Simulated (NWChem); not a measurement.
Correlation energy of FLi

```
F
Li 1 1.5290
```
Charge 0, spin multiplicity 1.

All runs are NWChem calculations. All single points use one geometry, from B3LYP/def2-SVP, a minimum by its harmonic frequencies.

Basis set: STO-3G. Each correlation energy counts from its own Hartree-Fock reference.

The correlated methods keep 1 core orbital frozen. The structure started from a generated list of species. Coupled-cluster values serve here as a point of comparison, not as the truth.

Q: One of these methods gave a correlation energy of -58.7 mHa. Which?
(A) SCS-MP2
(B) CCSD+T(CCSD)
(C) CCSD
(D) MP2

A: D, MP2. The others give -56.6 (SCS-MP2), -54.8 (CCSD), -78.1 (CCSD+T(CCSD)).
